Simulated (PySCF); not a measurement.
## Spin-orbit coupling and the first ionisation energy along the noble gases

Two-component X2C-1e calculated with PySCF 2.14: MP2 on generalised Hartree-Fock spinors (GMP2), with spin-orbit coupling off and on (screened by Boettger's factors); no Breit or QED terms. Values in eV; the references (NIST) lie between the lowest levels. Elements whose determinants are no pure J levels are left out.

| element | configurations | spin-free | with spin-orbit | shift | reference |
| --- | --- | --- | --- | --- | --- |
| Ne (x2c-SVPall-2c with one added diffuse shell of s type, 1s2 frozen) | [Ne] → [He] 2s2 2p5 | 21.259 | 21.225 | -0.034 | 21.565 |
| Ar (x2c-SVPall-2c with one added diffuse shell each of s, p type, [Ne] frozen) | [Ar] → [Ne] 3s2 3p5 | 15.605 | 15.540 | -0.064 | 15.760 |
| Kr (x2c-SVPall-2c with one added diffuse shell each of s, p, d type, [Ne] frozen) | [Kr] → [Ar] 3d10 4s2 4p5 | 14.060 | 13.837 | -0.223 | 14.000 |
| Xe (x2c-SVPall-2c with one added diffuse shell each of s, p type, [Ar] 3d10 frozen) | [Xe] → [Kr] 4d10 5s2 5p5 | 12.304 | 11.892 | -0.412 | 12.130 |

The largest shift is at Xe, -0.412 eV, where spin-orbit coupling lowers the species with fewer electrons by more than the one with more (starting occupations closed and 5p1/2^2 5p3/2^3).

What remains against the references is mostly the basis and correlation beyond MP2.
